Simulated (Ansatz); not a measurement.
## Ag on a Si site in Si

The calculation used DFT PBE, scalar-relativistic, plane waves, PAW in Ansatz 0.2.0. Run with 420 eV cutoff, 2×2×2 k-mesh, Gaussian smearing of 0.01 eV, collinear spin in charge 0 alone.

Host crystal, relaxed:

```yaml
crystal:
  lattice:
    - [0.00000, 2.73505, 2.73505]
    - [2.73505, 0.00000, 2.73505]
    - [2.73505, 2.73505, 0.00000]
  atoms:
    - { symbol: Si, position: [0.75000, 0.75000, 0.75000] }
    - { symbol: Si, position: [0.50000, 0.50000, 0.50000] }
```

Supercell of 16 atoms, rows in host cell vectors: 0 -2 2; 0 0 2; -2 0 2. Atoms relax at the host's cell from a start displaced at random by 0.06 Å near the defect, so other minima may exist. The cell is small, so energies carry finite-size errors of tenths of an eV. The host's Kohn–Sham gap is 0.61 eV. Atoms are taken from and returned to the elements' standard states. Charged cells are corrected for image charges with the computed static dielectric tensor (mean 13.0) and aligned with the host's potential at far atoms (alignment terms reach 0.37 eV). No band-filling term is added, and the Fermi level counts from the host's valence band top.

Defect: Ag on a Si site at (0.750, 0.750, 0.750) of the host cell.

What is the formation energy of the neutral defect?

1.23 eV.

Does the neutral defect carry a moment, and how do its surroundings relax?

It changes the cell's moment by 0.25 μB (a fraction, from partly filled bands). The nearest neighbours before are 4 Si at 2.37 Å; after relaxation the atoms near the site are 4 Si at 2.44 Å; the largest move is 0.08 Å.

Charges +1, 0 were computed. Which is stable where in the gap?

Among the charges computed the stable one is +1 at the valence band top, changing to 0 at 0.27 eV. In charge +1, 0 the cell has partly filled bands: a level of the defect may be part filled, the carrier may sit in the host's bands, or levels may cross between the k points, so transitions that involve it are doubtful. Levels between neighbouring charges: (+1/0) 0.27 eV.

Cost: 3 runs of about 6.2 core-minutes in all, on AMD EPYC (Zen 3) (shared hosts).